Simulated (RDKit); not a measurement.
RDKit input (MMFF94):

```python
from rdkit import Chem
from rdkit.Chem import AllChem, rdDetermineBonds

mol = Chem.MolFromXYZFile('mol.xyz')
rdDetermineBonds.DetermineBonds(mol, charge=0)
print('SMILES', Chem.MolToSmiles(Chem.RemoveHs(mol)))
ff = AllChem.MMFFGetMoleculeForceField(mol, AllChem.MMFFGetMoleculeProperties(mol))
e0 = ff.CalcEnergy()
flag = ff.Minimize(maxIts=5000, forceTol=1e-5)
print(f'energy {e0:.4f} -> {ff.CalcEnergy():.4f} kcal/mol, converged: {flag == 0}')
print(Chem.MolToXYZBlock(mol))
```
mol.xyz:
```
6

C      0.00789300     0.76166900    -0.01439200
C     -0.00789300    -0.76166900     0.01439200
O      1.03758700     1.37942600    -0.02599300
H     -0.99194700     1.23600300    -0.02342400
O     -1.03758700    -1.37942600     0.02599300
H      0.99194700    -1.23600300     0.02342400
```

Output:

```
SMILES O=CC=O
energy 18.1614 -> 17.1043 kcal/mol, converged: True
6

C     -0.012306    0.749366   -0.014161
C      0.012306   -0.749367    0.014161
O      1.034867    1.375713   -0.025926
H     -1.017708    1.197134   -0.022690
O     -1.034867   -1.375713    0.025926
H      1.017708   -1.197133    0.022690
```

The geometry given is a B3LYP-D3(BJ)/def2-TZVP minimum.
